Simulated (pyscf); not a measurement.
Structures and frequencies: ωB97X-D3(BJ)/def2-SVP in PySCF. MP2 and CC: frozen core, UHF for open shells. ΔMP2 is the change of the MP2 total energy from the triple- to the quadruple-zeta basis.

H₃C–CH•–NH₂ → •H₂C–CH₂–NH₂
Surface: doublet. Broken: C–H. Formed: C–H. Give ΔE‡ and ΔE from CCSD(T)/def2-TZVPP + ΔMP2(QZVPP), relative to the reactant's lowest minimum found.

ΔE‡ = 2.14 eV, ΔE = +0.43 eV. Zero-point energy shifts the barrier by -0.14 eV. It is a hydrogen shift, with an imaginary mode of 1969i cm⁻¹. From the product side, H₂C=CH₂ + NH₂• lies, by one bond made or cut, 0.61 eV under this saddle at ωB97M-D3(BJ)/def2-TZVP. This is the saddle that the search found; another between the same sides may lie lower. The CCSD(T) − MP2 part came from Ansatz, without density fitting, on the same reference.
